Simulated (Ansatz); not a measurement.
Process, species as SMILES: C#C (C2H2) → 2 C atom + 2 H atom
B3LYP-D3(BJ)/def2-TZVP geometries, fixed; electronic energies without zero-point terms.

Basis-set convergence of the atomisation energy at CCSD(T) with Ansatz (a program for electronic structure). All functions are spherical. Cores are frozen. Open shells are unrestricted. No added dispersion term, no relativity. Functions are those of the species that has most. Reference: Hartree-Fock in aug-cc-pVQZ plus the correlation part extrapolated as X^-3 from aug-cc-pVTZ and aug-cc-pVQZ, 403.26 kcal/mol, itself unsure by roughly 1.37 kcal/mol (a third of the extrapolation step and of the last Hartree-Fock step). Deviations are taken from unrounded values.

```tsv
basis	functions	atomisation energy (kcal/mol)	minus reference (kcal/mol)
STO-3G	12	408.95	5.70
pcseg-0	22	357.80	-45.46
cc-pVDZ	38	369.73	-33.53
def2-SVP	38	386.60	-16.66
pcseg-1	38	379.53	-23.73
def2-SVPD	56	386.43	-16.83
aug-cc-pVDZ	64	370.55	-32.71
aug-pcseg-1	64	379.11	-24.15
6-311++G(2d,2p)	74	383.24	-20.02
def2-TZVPP	90	393.53	-9.73
aug-cc-pVTZ	138	394.43	-8.83
pcseg-3	186	400.33	-2.93
aug-cc-pVQZ	252	399.82	-3.43
```
